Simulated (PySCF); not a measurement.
**HCl: from the state search to spectroscopic constants**

What are the lowest state that PBE0 finds, the bond length, vibrational wavenumber and bond energy of HCl, and how much do these hang on the method?

Program: PySCF 2.14.0. Level of theory: H aug-pcseg-1, Cl aug-pcseg-1, no relativity. These are calculated values, not measurements.

### 1 The job

Settings of the job:

```yaml
atoms: H, Cl
charge: 0
basis: H aug-pcseg-1, Cl aug-pcseg-1
Hamiltonian: no relativity
basis_functions: 36
electrons_treated: 18
masses_in_u: 1.0078, 34.9689
levels: PBE0, PBE, r²SCAN, TPSS, M06-2X, BHandHLYP, ωB97X, HF, MP2, SCS-MP2, CCSD, CCSD(T)
grid: 80 radial by 434 angular points
occupations: held fixed by the projection of orbital angular momentum
dissociation_limit: H + Cl, each in its ground configuration
starting_distance_in_angstrom: 1.290
values_of_2S_to_try: 0, 2
```

Started as:

```bash
$ OMP_NUM_THREADS=1 python dia.py task.json out
```

The runs that follow: First curve: PBE0; Other states along the same grid; PBE (GGA); r²SCAN (meta-GGA); TPSS (meta-GGA); M06-2X (hybrid meta-GGA); BHandHLYP (global hybrid GGA); ωB97X (range-separated hybrid); RHF (mean field); Correlated methods on the Hartree–Fock reference.

Before running it: what results should come out? Wanted: for each run, Re; ωe; De; μ.

As calculated:

Lowest PBE0 solution found, without spin–orbit coupling: ¹Σ⁺ (singlet), closed shell. The other levels ran on it alone.

```tsv
level	Re (Å)	ωe (cm⁻¹)	De (eV)	μ (D)
RHF	1.275	3143	3.29	-1.24
RHF-MP2	1.285	3041	4.33	n/a
RHF-SCS-MP2	1.286	3027	4.32	n/a
RHF-CCSD	1.287	3003	4.30	n/a
RHF-CCSD(T)	1.289	2986	4.34	n/a
PBE	1.302	2882	4.53	-1.16
TPSS	1.298	2905	4.56	-1.16
r²SCAN	1.291	2966	4.55	-1.20
PBE0	1.290	2990	4.47	-1.19
BHandHLYP	1.284	3041	4.34	-1.20
M06-2X	1.289	2982	4.46	-1.21
ωB97X	1.287	3022	4.49	-1.21
```

De is counted to H + Cl in their ground configurations. A positive dipole means H(−)Cl(+).

Differences from CCSD(T) in the same basis:

```tsv
level	Re (mÅ)	ωe (%)
RHF	-14	+5.3
RHF-MP2	-4	+1.9
RHF-SCS-MP2	-3	+1.4
RHF-CCSD	-2	+0.6
PBE	+13	-3.5
TPSS	+9	-2.7
r²SCAN	+2	-0.7
PBE0	+1	+0.1
BHandHLYP	-5	+1.9
M06-2X	0	-0.1
ωB97X	-2	+1.2
```

What this shows: Against CCSD(T) in the same basis, the bond length is nearest at M06-2X (0 mÅ) and farthest at RHF (-14 mÅ); the wavenumber is nearest at PBE0 and M06-2X (0.1 % off) and farthest at RHF (+5.3 %). Hartree–Fock makes the bond too short and too stiff against this reference, as it mostly does. PBE has the long and soft bond that GGAs tend to give. CCSD(T) in a basis this small is itself some way from its limit, more so than the functionals. Of the levels with a De here, RHF gives the least (3.29 eV) and TPSS the most (4.56 eV).

Correlated steps freeze 5 core orbitals.
